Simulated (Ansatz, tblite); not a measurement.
# (MgO)2 ring (Mg2O2): removing and adding an electron

An exercise on one series of results from a longer session: the logs are not shown, and one member is left open.

The runs use Ansatz 0.2.0, Gaussian basis; as each input shows.

Levels to be run: charge +1 doublet, at the geometry of the singlet (PBE0-D4/def2-TZVP, PBE-D4/def2-TZVP, r2SCAN-D4/def2-TZVP, CCSD(T)/def2-TZVPP); charge -1 doublet, at the geometry of the singlet (PBE0-D4/def2-TZVPD, PBE-D4/def2-TZVPD, r2SCAN-D4/def2-TZVPD); the starting singlet's energies come from earlier runs.

**The relaxed structure**

The singlet was relaxed beforehand with r2SCAN-D4/def2-TZVP.

4 atoms, charge 0, spin multiplicity 1.

Atoms are counted from 1 here; the program's logs count them from 0.

Bond lengths: Mg1–O2 1.863 Å, Mg1–O4 1.863 Å, O2–Mg3 1.863 Å, Mg3–O4 1.863 Å. Angles: O2–Mg1–O4 100.1°, Mg1–O2–Mg3 79.9°, O2–Mg3–O4 100.1°, Mg1–O4–Mg3 79.9°.

The first run:

The input, in.yaml:

```yaml
crystal:
  periodic: [false, false, false]
  atoms:
    - {symbol: Mg, position_ang: [-0.600637, -0.655679, -0.800010]}
    - {symbol: O, position_ang: [1.231689, -0.365276, -0.625385]}
    - {symbol: Mg, position_ang: [0.600635, 0.655697, 0.800000]}
    - {symbol: O, position_ang: [-1.231687, 0.365257, 0.625405]}
basis:
  gaussian: {orbitals: def2-TZVP}
total_charge: 1
magnetization: {spin_polarized: true, initial_magnetization: 1}
hamiltonian: {xc: pbe0, dispersion: d4}
output: {orbitals: {seedname: orbitals}}
```

On the command line:

```sh
> ansatz run in.yaml --threads 4 --pin off --events-out ev --progress --plain --max-ram 3916MiB
```

Among the steps run: Charge +1 doublet at the fixed geometry, PBE0-D4/def2-TZVP; Charge +1 doublet at the fixed geometry, PBE-D4/def2-TZVP; Charge +1 doublet at the fixed geometry, r2SCAN-D4/def2-TZVP; Charge +1 doublet at the fixed geometry, CCSD(T)/def2-TZVPP.

One of the session's tables, all rows but one given; the rest of the session is left out.

It belongs to the step «Vertical ionisation energy». 

| method | vertical ionisation energy (eV) |
| --- | --- |
| HF/def2-TZVPP | 6.21 |
| PBE-D4/def2-TZVP | 7.74 |
| r2SCAN-D4/def2-TZVP | 7.57 |
| PBE0-D4/def2-TZVP | 7.70 |
| MP2/def2-TZVPP | ? |
| CCSD/def2-TZVPP | 7.87 |
| CCSD(T)/def2-TZVPP | 7.97 |

Estimate the missing values for MP2/def2-TZVPP.

As computed: vertical ionisation energy (eV): 8.49. In the column «vertical ionisation energy (eV)» it is the highest.

Caveats from the session: The anion's highest level is positive in at least one run, so there the basis alone may hold the extra electron.
